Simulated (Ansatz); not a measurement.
# C₄H₄ClF: how energies converge with the basis set

An exercise on one series of results from a longer session: the logs are not shown, and one member is left open.

Program: Ansatz 0.2.0, Gaussian basis. Level of theory: one geometry, several basis sets. These are calculated values, not measurements.

Plan: PBE0-D4/def2-SVP; ωB97M-V/def2-SVP; PBE0-D4/def2-QZVPP; ωB97M-V/def2-QZVPP; the functionals' def2-TZVPP values are taken from earlier runs.

## The relaxed structure

An earlier PBE0-D4 in a triple-zeta def2 set relaxation fixed the geometry.

SMILES `FC1=CCC1Cl`, 10 atoms, charge 0, spin multiplicity 1.

Atoms are counted from 1 here; the program's logs count them from 0.

Bond lengths: F1–C2 1.315 Å, C2–C3 1.328 Å, C2–C5 1.486 Å, C3–C4 1.515 Å, C3–H7 1.080 Å, C4–C5 1.556 Å, C4–H8 1.090 Å, C4–H9 1.093 Å, C5–Cl6 1.778 Å, C5–H10 1.090 Å. Angles: F1–C2–C3 134.5°, F1–C2–C5 128.7°, C3–C2–C5 96.8°, C2–C3–C4 91.9°, C2–C3–H7 134.9°, C4–C3–H7 133.2°, C3–C4–C5 86.6°, C3–C4–H8 115.4°, C3–C4–H9 116.4°, C5–C4–H8 112.5°, C5–C4–H9 114.4°, H8–C4–H9 109.9°, C2–C5–C4 84.6°, C2–C5–Cl6 116.7°, C2–C5–H10 116.2°, C4–C5–Cl6 116.4°, C4–C5–H10 115.1°, Cl6–C5–H10 107.0°.

The first run:

Contents of in.yaml:

```yaml
crystal:
  periodic: [false, false, false]
  atoms:
    - {symbol: F, position_ang: [2.239489, 0.559888, -0.646798]}
    - {symbol: C, position_ang: [1.064587, 0.129286, -0.241707]}
    - {symbol: C, position_ang: [0.651217, -0.908943, 0.476149]}
    - {symbol: C, position_ang: [-0.795797, -0.472441, 0.367724]}
    - {symbol: C, position_ang: [-0.280980, 0.689855, -0.529846]}
    - {symbol: Cl, position_ang: [-0.600901, 2.339358, 0.051292]}
    - {symbol: H, position_ang: [1.134951, -1.758225, 0.936599]}
    - {symbol: H, position_ang: [-1.247388, -0.115582, 1.293941]}
    - {symbol: H, position_ang: [-1.475455, -1.164205, -0.135660]}
    - {symbol: H, position_ang: [-0.606724, 0.649708, -1.568794]}
basis:
  gaussian: {orbitals: def2-SVP}
hamiltonian: {xc: pbe0, dispersion: d4}
output: {orbitals: {seedname: orbitals}}
```

Run with:

```console
$ ansatz run in.yaml --threads 4 --pin off --events-out ev --progress --plain --max-ram 10444MiB
```

Steps of the session up to this table: PBE0-D4 in def2-SVP; ωB97M-V in def2-SVP; PBE0-D4 in def2-QZVPP; ωB97M-V in def2-QZVPP.

One table of the session follows, with a row left open; its other results are not shown here.

| functional | basis | HOMO (eV) | LUMO (eV) |
| --- | --- | --- | --- |
| PBE0-D4 | def2-SVP | ? | ? |
| PBE0-D4 | def2-TZVPP | -7.61 | -0.21 |
| PBE0-D4 | def2-QZVPP | -7.65 | -0.32 |
| ωB97M-V | def2-SVP | -9.72 | 2.27 |
| ωB97M-V | def2-TZVPP | -9.81 | 1.95 |
| ωB97M-V | def2-QZVPP | -9.85 | 1.72 |

**Question.** Estimate the row for PBE0-D4, def2-SVP.

**Answer.** HOMO (eV): -7.54; LUMO (eV): 0.00. In the column «HOMO (eV)» it is the highest.
